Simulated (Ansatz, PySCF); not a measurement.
Gas-phase reaction in SMILES: [CH]=O → [CH]=O as singlet, charge +1 + e-
Geometries: B3LYP-D3(BJ)/def2-TZVP minima from Ansatz (a first-principles code).

Quantity: adiabatic ionisation energy (electronic energy difference), in eV. Valence correlation only, unless marked. Open shells are spin-unrestricted. No spin-orbit coupling. No relativistic terms. CBS(X,Y): correlation extrapolated as X^-3; Hartree-Fock from the larger set.

```json
[
 {"level": "revPBE-D4/def2-TZVPD", "program": "Ansatz + dftd4", "adiabatic ionisation energy (eV)": "8.31"},
 {"level": "MN15/def2-TZVPD", "program": "PySCF", "adiabatic ionisation energy (eV)": "?"},
 {"level": "HSE06-D3(BJ)/def2-TZVPD", "program": "Ansatz + dftd3", "adiabatic ionisation energy (eV)": "8.31"},
 {"level": "LC-wPBE-D3(BJ)/def2-TZVPD", "program": "Ansatz + dftd3", "adiabatic ionisation energy (eV)": "?"},
 {"level": "CCSDT(Q)/cc-pVDZ", "program": "Ansatz", "adiabatic ionisation energy (eV)": "7.69"},
 {"level": "CCSD(T)/CBS(aug-cc-pVTZ,aug-cc-pVQZ)", "program": "Ansatz", "adiabatic ionisation energy (eV)": "?"}
]
```

Q: Some entries are withheld; supply them.

A: 
- MN15/def2-TZVPD, adiabatic ionisation energy (eV): 8.13
- LC-wPBE-D3(BJ)/def2-TZVPD, adiabatic ionisation energy (eV): 8.37
- CCSD(T)/CBS(aug-cc-pVTZ,aug-cc-pVQZ), adiabatic ionisation energy (eV): 8.07
